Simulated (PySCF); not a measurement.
System (SMILES): C=C=O.
Geometry (B3LYP-D3(BJ)/def2-TZVP, fixed):
```xyz
5

C      0.0091     0.0017    -1.2056
C     -0.0008    -0.0001     0.1027
H      0.0282     0.9401    -1.7377
H     -0.0018    -0.9351    -1.7406
O     -0.0096    -0.0018     1.2620
```
Charge 0, spin multiplicity 1.

Basis-set convergence of the mean static polarisability at HF with PySCF. All functions are spherical. Density fitting with generated auxiliary sets. No added dispersion term, no relativity. Reference: the value in d-aug-cc-pVTZ, 27.71 bohr³, itself unsure by roughly 0.3 % (its mean distance from aug-pcseg-2, aug-cc-pVTZ). Deviations are taken from unrounded values. Cost is core time over that of Sadlej pVTZ, rough, on shared machines of one kind; a dash marks a row that isn't timed (too short, read off another run, short of memory, by another algorithm or on other hardware).

```csv
basis,functions,cost
pcseg-1,52,-
6-311+G**,78,0.8×
Sadlej pVTZ,90,1×
"6-311++G(2d,2p)",101,1×
pcseg-2,118,2×
"6-311++G(3df,3pd)",153,4×
pcseg-3,246,20×
```

Task: Which is the smallest set listed that can be trusted to 5 % here, that is, within that of the reference together with its larger relatives (same family, alike in diffuse functions; a set with none to test it counts only in the reference's own line)?

Result: Of the sets listed that have larger relatives (same family, alike in diffuse functions), none stays within 5 % of the reference together with them. Inside, with no larger relative to test it: Sadlej pVTZ, 6-311++G(3df,3pd), pcseg-3. Value minus reference over the reference: pcseg-1 -23.4, 6-311+G** -11.9, Sadlej pVTZ -0.6, 6-311++G(2d,2p) -6.7, pcseg-2 -10.5, 6-311++G(3df,3pd) -1.8, pcseg-3 -2.6 %.
